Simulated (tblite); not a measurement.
# Cl2H2O: the cost of one run

Programs: tblite 0.8.0 and PySCF 2.14.0. All values are calculated, for the isolated system unless a continuum is named. Atoms count from 0, parts from 1.

## (1) The system as given

5 atoms, charge 0, multiplicity 1; geometry: rigid parts in contact. Parts: 1 = atoms 0–1, `ClCl`, charge 0; 2 = atoms 2–4, `O`, charge 0.

## (2) Docking the parts with GFN2-xTB

What the job is given:

```
{"job": {"kind": "dock", "xc": "GFN2-xTB", "basis": "xTB"}, "charge": 0, "multiplicity": 1, "parts": [{"atoms": "0-1", "charge": 0, "multiplicity": 1}, {"atoms": "2-4", "charge": 0, "multiplicity": 1}]}
Cl     1.008499     0.002241    -0.000358
Cl    -1.008499    -0.002241     0.000358
O     -2.475071    -0.706350    -2.438820
H     -3.060621    -0.126322    -2.929623
H     -2.208724    -1.410236    -3.033357
```

Method: GFN2-xTB search for minima from random contacts, gas phase.

Command:

```sh
$ OMP_NUM_THREADS=1 python cluster_run.py task.json out
```

One launch serves the whole session: the jobs run in the order shown.

Q: Estimate the wall time of this first job on 1 thread of AMD EPYC 9R45, shared host.

About 1.9 s.
